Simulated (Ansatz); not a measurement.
# AlHCl₂ (singlet): the correlation ladder, cc-pVTZ

Aim: climb from Hartree-Fock through coupled cluster for AlHCl₂ (singlet) at one geometry and basis, and see what each rung misses.

The runs use Ansatz 0.2.0, Gaussian basis; cc-pVTZ, core rule «outside noble gas», up to 15 orbitals frozen.

To be run: UHF; CCSD(T) on RHF; BCCD(T) on RHF; CCSDT(Q) on RHF.

1 further run of the same task is left out (for a known fault of the program).

## 1. What is computed

The geometry is a PBE0/def2-TZVP stationary point (not a proven minimum).

4 atoms, charge 0, spin multiplicity 1.

Atoms are counted from 1 here; the program's logs count them from 0.

Bond lengths: Al1–Cl2 2.083 Å, Al1–Cl3 2.083 Å, Al1–H4 1.564 Å. Angles: Cl2–Al1–Cl3 118.3°, Cl2–Al1–H4 120.8°, Cl3–Al1–H4 120.8°.

## 2. UHF

The input, in.yaml:

```yaml
crystal:
  periodic: [false, false, false]
  atoms:
    - {symbol: Al, position_ang: [0.000000, -0.749294, 0.000000]}
    - {symbol: Cl, position_ang: [0.000000, 0.318004, -1.788545]}
    - {symbol: Cl, position_ang: [0.000000, 0.318004, 1.788545]}
    - {symbol: H, position_ang: [0.000000, -2.312892, 0.000000]}
basis:
  gaussian: {orbitals: cc-pVTZ}
magnetization: {spin_polarized: true, initial_magnetization: 0}
hamiltonian: {xc: hf}
output: {orbitals: {seedname: orbitals}}
```

On the command line:

```bash
ansatz run in.yaml --threads 1 --pin off --events-out ev --progress --plain --max-ram 4096MiB --backend cpu
```

The runs that follow: CCSD(T) on RHF; BCCD(T) on RHF; CCSDT(Q) on RHF.

Q: Predict the results of all the runs planned. Wanted: RCCSDT(Q) below the RHF energy; RMP2 from RCCSDT(Q); RCCSD from RCCSDT(Q); RCCSD(T) from RCCSDT(Q); T1 diagnostic.

As calculated:

| quantity | value |
| --- | --- |
| RCCSDT(Q) below the RHF energy | -13.7931 eV |
| RMP2 from RCCSDT(Q) | +1635.7 meV |
| RCCSD from RCCSDT(Q) | +567.8 meV |
| RCCSD(T) from RCCSDT(Q) | +51.4 meV |
| levels within 1 kcal/mol (43 meV) | RCCSDT |
| T1 diagnostic | 0.008 |

RCCSD(T) misses by +51.4 meV, 0.4 % of the correlation energy. These misses are within one basis, not against nature.
